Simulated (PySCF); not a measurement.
# Cl2H2Se: the cost of one run

Computed with PySCF 2.14.0; each step states its level. No surroundings beyond the atoms listed, unless a continuum is named. Atoms count from 0, parts from 1.

## (1) The system as given

5 atoms, charge 0, multiplicity 1; geometry: GFN2-xTB. Parts: 1 = atoms 0–1, `ClCl`, charge 0; 2 = atoms 2–4, `[SeH2]`, charge 0.

## (2) Optimising the geometry at PBE0-D3(BJ)/def2-TZVPD

What the job is given:

```
{"job": {"xc": "PBE0", "basis": "def2-TZVPD", "d3": "d3bj", "grid": 3, "kind": "geom", "shake": 0.01}, "charge": 0, "multiplicity": 1, "parts": [{"atoms": "0-1", "charge": 0, "multiplicity": 1}, {"atoms": "2-4", "charge": 0, "multiplicity": 1}]}
Cl     1.023212    -0.048124     0.306197
Cl    -1.104089     0.015654     0.201729
Se    -3.710622     0.110317     0.004875
H     -3.585018    -0.240103    -1.384317
H     -3.639530     1.509806    -0.315439
```

Command:

```bash
$ OMP_NUM_THREADS=1 python cluster_run.py task.json out
```

One launch serves the whole session: the jobs run in the order shown.

**Question.** How long does this first job take on 1 thread of Arm Neoverse N1, shared host, and how much memory does it need?

About 1.9 min, with a peak of 0.63 GiB.
